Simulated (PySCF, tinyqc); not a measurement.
Harmonic frequencies on the PBE/sto-3g surface (energies and gradients from PySCF), for BH, spin multiplicity 1, step by step. The lowest restricted solution is unstable here: a spin-polarised one lies 0.0025 hartree lower (PySCF). Computed by tinyqc, a small Python program that keeps every step (integrals from PySCF). Settings: charge = 0, multiplicity = 1, basis = sto-3g, functional = pbe,pbe, delta = 0.01. Command: `OMP_NUM_THREADS=1 python tinyqc.py 28857 28858 out.jsonl` (the two numbers bound the seeds that draw the settings). One thread of a shared host (Intel(R) Xeon(R) Processor @ 2.60GHz), about 3 s of CPU time with the checks.

## One row of the Hessian: 1Bz

optimised positions (bohr):
```
         x       y       z
1B  0.0000  0.0000  0.0839
2H  0.0000  0.0000  2.4672
```

gradient at +delta (hartree/bohr):
```
           x         y          z
1B  0.000000  0.000000   0.002233
2H  0.000000  0.000000  -0.002233
```

gradient at -delta (hartree/bohr):
```
           x         y          z
1B  0.000000  0.000000  -0.002189
2H  0.000000  0.000000   0.002189
```

Displace 1Bz by +/-0.01 bohr; H(k, :) = (g(+) - g(-)) / (2 delta).

row of the Hessian (hartree/bohr^2): 1Bx 0.000000, 1By 0.000000, 1Bz 0.221100, 2Hx 0.000000, 2Hy 0.000000, 2Hz -0.221100

## Hessian by finite differences

All rows are made in the same way, and the matrix is symmetrised.

Hessian (symmetrised) (hartree/bohr^2):
```
           1Bx        1By        1Bz        2Hx        2Hy        2Hz
1Bx   0.000005   0.000000   0.000000  -0.000006   0.000000   0.000000
1By   0.000000   0.000005   0.000000   0.000000  -0.000006   0.000000
1Bz   0.000000   0.000000   0.221100   0.000000   0.000000  -0.221100
2Hx  -0.000006   0.000000   0.000000   0.000007   0.000000   0.000000
2Hy   0.000000  -0.000006   0.000000   0.000000   0.000007   0.000000
2Hz   0.000000   0.000000  -0.221100   0.000000   0.000000   0.221100
```

## Normal modes

masses (u): 1B 11.0093, 2H 2.0141

Diagonalise H_ij / sqrt(m_i m_j); the 5 smallest eigenvalues belong to translations and rotations; wavenumber = sqrt(eigenvalue / 1822.888) x 219474.63; each mode has its largest component positive (the first on a tie); zero-point energy = sum of wavenumbers / 2, with 349.755 1/cm per kcal/mol. A mass of 2.014 u marks deuterium.

eigenvalues of the mass-weighted Hessian (hartree/(bohr^2 u)): 0.0000  0.0000  0.0000  0.0000  0.0000  0.1299

harmonic wavenumbers of the vibrations (1/cm): 1852.4

mass-weighted modes:
```
      mode 1
1Bx   0.0000
1By   0.0000
1Bz  -0.3933
2Hx   0.0000
2Hy   0.0000
2Hz   0.9194
```

zero-point energy = 2.6482 kcal/mol
